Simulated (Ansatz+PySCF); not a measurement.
The numbers below are computed, except where a source is named.
# Several solutions for singlet ClF

| atom | x (Å) | y (Å) | z (Å) |
| --- | --- | --- | --- |
| Cl | 0.0000 | 0.0000 | -0.5689 |
| F | 0.0000 | 0.0000 | 1.0746 |

Basis set: def2-SVP (spherical functions). Charge 0, multiplicity 1.

CASSCF(2,2) was run from several starts with Ansatz (development build ahead of 0.2.0) and PySCF 2.14.0. The starts are those of the Hartree–Fock orbitals from which the active space was taken at the frontier.

```csv
run,program,start,converged,energy (hartree),<S²>
A,PySCF,program defaults,yes,-558.64238,0.00
B,Ansatz,search for the lowest state,yes,-558.64238,0.00
C,Ansatz,stability test followed,yes,-558.64238,0.00
D,Ansatz,"atomic start, no search",yes,-558.61403,0.00
```

(1) Which runs reached the lowest solution of this kind, and what is wrong with the others?

Answers

(1) A, B, C reached the lowest solution found. Converged but too high: D by 0.77 eV. Convergence only shows a stationary point; in CASSCF the end hangs on which orbitals enter the active space. Caution: other starts end on other solutions of this active space.
